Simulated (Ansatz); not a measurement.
# H₄NSSi+: single points off equilibrium

The task here is to estimate one member of a computed series from the others.

Computed with Ansatz 0.2.0, Gaussian basis. Level: single points in def2-TZVPP.

Correlated methods freeze the cores.

**Starting geometry**

SMILES `N[SiH]=[SH+]`, 7 atoms, charge 1, spin multiplicity 1.

Atoms are counted from 1 here; the program's logs count them from 0.

Bond lengths: N1–Si2 1.703 Å, N1–H4 0.970 Å, N1–H5 1.133 Å, Si2–S3 2.101 Å, Si2–H6 1.336 Å, S3–H7 1.344 Å. Angles: Si2–N1–H4 128.9°, Si2–N1–H5 122.7°, H4–N1–H5 105.8°, N1–Si2–S3 113.3°, N1–Si2–H6 113.7°, S3–Si2–H6 132.7°, Si2–S3–H7 92.5°.

As a file:

```
N    -0.83380    0.68470   -0.79010
Si   -0.12670   -0.29010    0.41450
S     1.96810   -0.38580    0.28330
H    -1.77330    0.84530   -0.97040
H    -0.28130    0.99270   -1.73000
H    -1.00030   -0.75160    1.31450
H     2.06910   -1.06670    1.43780
```

The first run:

The input, run/in.yaml:

```yaml
crystal:
  periodic: [false, false, false]
  atoms:
    - {symbol: N, position_ang: [-0.833800, 0.684700, -0.790100]}
    - {symbol: Si, position_ang: [-0.126700, -0.290100, 0.414500]}
    - {symbol: S, position_ang: [1.968100, -0.385800, 0.283300]}
    - {symbol: H, position_ang: [-1.773300, 0.845300, -0.970400]}
    - {symbol: H, position_ang: [-0.281300, 0.992700, -1.730000]}
    - {symbol: H, position_ang: [-1.000300, -0.751600, 1.314500]}
    - {symbol: H, position_ang: [2.069100, -1.066700, 1.437800]}
basis:
  gaussian: {orbitals: def2-TZVPP}
total_charge: 1
correlation: {method: ccsd_t}
output: {forces: true}
```

No record of the launch command was kept for these runs.

Among the steps run: CCSD(T)/def2-TZVPP; PBE0-D4/def2-TZVPP; wB97M-V/def2-TZVPP; r2SCAN-D4/def2-TZVPP; PBE-D4/def2-TZVPP; HSE06-D4/def2-TZVPP; LC-wPBE/def2-TZVPP.

One table of the session follows, with a row left open; its other results are not shown here.

```
   method  RMS force component (eV/Å)  angle to CCSD(T) forces (°)
  CCSD(T)                       1.969                    reference
  PBE0-D4                       2.036                          1.8
  wB97M-V                       1.986                          2.0
r2SCAN-D4                       1.992                          1.6
   PBE-D4                       1.959                          5.3
 HSE06-D4                           ?                            ?
  LC-wPBE                       2.104                          4.2
```

Estimate the missing values for HSE06-D4.

As computed: RMS force component (eV/Å): 2.034; angle to CCSD(T) forces (°): 1.8. In the column «RMS force component (eV/Å)» it lies between r2SCAN-D4 (1.992) and PBE0-D4 (2.036).
